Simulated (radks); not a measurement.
# Ionisation of Si²⁺: one atom, several choices of exchange strength α

The task here is to estimate one member of a computed series from the others.

The numbers are computed with radks (a radial shooting solver on a logarithmic mesh, Libxc functionals) version 1 (scalar-relativistic Kohn-Sham, spin-polarised, spherical densities, finite nucleus; open shells are filled with parallel spins first), except any that are marked as measured or tabulated.

### Starting point

* element: silicon (Z = 14)
* charge: +2
* electrons: 12
* configuration: [Ne] 3s2
* ion: Si³⁺, [Ne] 3s1
* choices: α = 0.65; α = 0.667; α = 0.712; α = 0.81; α = 0.826; α = 0.959

Outer shells as boxes (Hund's rule):

Si²⁺
```
[Ne] core
3s [↑↓]
```

Si³⁺
```
[Ne] core
3s [↑ ]
```

Set-up of the first run:

Input:

```text
Z 14
configuration [Ne] 3s2
relativity scalar-relativistic
functional xalpha 0.65
spin polarised
nucleus finite rms 3.1224 fm
c 137.035999084
```

Steps of the session up to this table: α = 0.65: Si²⁺.

One of the session's tables, all rows but one given; the rest of the session is left out.

Sizes of the orbitals, from the radial functions (bohr):

```
level     <r>  outermost maximum (interpolated)  90 % within  nodes
   1s       ?                                 ?            ?      ?
   2s  0.5710                             0.456        0.901      1
   2p  0.5388                             0.387        0.907      0
   3s   1.967                              1.70         2.94      2
```

Estimate the missing values for 1s.

The run gave: <r>: 0.1117; outermost maximum (interpolated): 0.0729; 90 % within: 0.200; nodes: 0. In the column «<r>» it is the lowest.
